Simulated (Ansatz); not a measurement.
Process, species as SMILES: C#N (CH-N) → [NH+]#[C-] (C-NH)
B3LYP-D3(BJ)/def2-TZVP geometries, fixed; electronic energies without zero-point terms.
Largest species:
```
C
N 1 1.1462
H 1 1.0667 2 180.00
```

Basis-set convergence of the isomerisation energy at wB97M-V with Ansatz (a program for electronic structure). Cartesian d functions, on some or all atoms, in 6-31G*, 6-31+G*; all else is spherical. The program fits the integrals of some runs and decomposes those of others, by size. The functional holds VV10 correlation; no added dispersion term, no relativity. Functions are those of the species that has most. Reference: the value in pcseg-4, 12.22 kcal/mol, itself unsure by roughly 0.05 kcal/mol (its mean distance from aug-pcseg-3, aug-cc-pVQZ, cc-pV5Z). Deviations are taken from unrounded values.

```csv
basis,functions,isomerisation energy (kcal/mol)
6-31G*,32,15.28
6-31+G*,40,13.16
cc-pVDZ,33,13.24
aug-cc-pVDZ,55,11.79
def2-SVP,33,11.87
def2-SVPD,48,11.60
pcseg-1,33,12.17
aug-pcseg-1,55,12.38
6-311G**,42,12.95
6-311+G**,50,12.48
def2-TZVP,68,12.57
def2-TZVPD,83,12.45
cc-pVTZ,74,12.66
aug-cc-pVTZ,115,12.35
pcseg-2,74,12.25
aug-pcseg-2,115,12.26
def2-TZVPP,76,12.25
def2-TZVPPD,91,12.24
cc-pVQZ,140,12.42
aug-cc-pVQZ,206,12.23
def2-QZVPP,144,12.36
def2-QZVPPD,159,12.24
pcseg-3,153,12.28
aug-pcseg-3,219,12.26
```

What the diffuse functions change, pair by pair:
- 6-31G* to 6-31+G*: 8 more functions, deviation 3.06 to 0.94 kcal/mol
- cc-pVDZ to aug-cc-pVDZ: 22 more functions, deviation 1.02 to -0.43 kcal/mol
- def2-SVP to def2-SVPD: 15 more functions, deviation -0.35 to -0.62 kcal/mol
- pcseg-1 to aug-pcseg-1: 22 more functions, deviation -0.05 to 0.16 kcal/mol
- 6-311G** to 6-311+G**: 8 more functions, deviation 0.73 to 0.26 kcal/mol
- def2-TZVP to def2-TZVPD: 15 more functions, deviation 0.35 to 0.23 kcal/mol
- cc-pVTZ to aug-cc-pVTZ: 41 more functions, deviation 0.44 to 0.13 kcal/mol
- pcseg-2 to aug-pcseg-2: 41 more functions, deviation 0.03 to 0.04 kcal/mol
- def2-TZVPP to def2-TZVPPD: 15 more functions, deviation 0.03 to 0.02 kcal/mol
- cc-pVQZ to aug-cc-pVQZ: 66 more functions, deviation 0.20 to 0.01 kcal/mol
- def2-QZVPP to def2-QZVPPD: 15 more functions, deviation 0.14 to 0.02 kcal/mol
- pcseg-3 to aug-pcseg-3: 66 more functions, deviation 0.06 to 0.04 kcal/mol

They bring the value nearer the reference by more than 0.05 kcal/mol in 7 of 12 pairs.
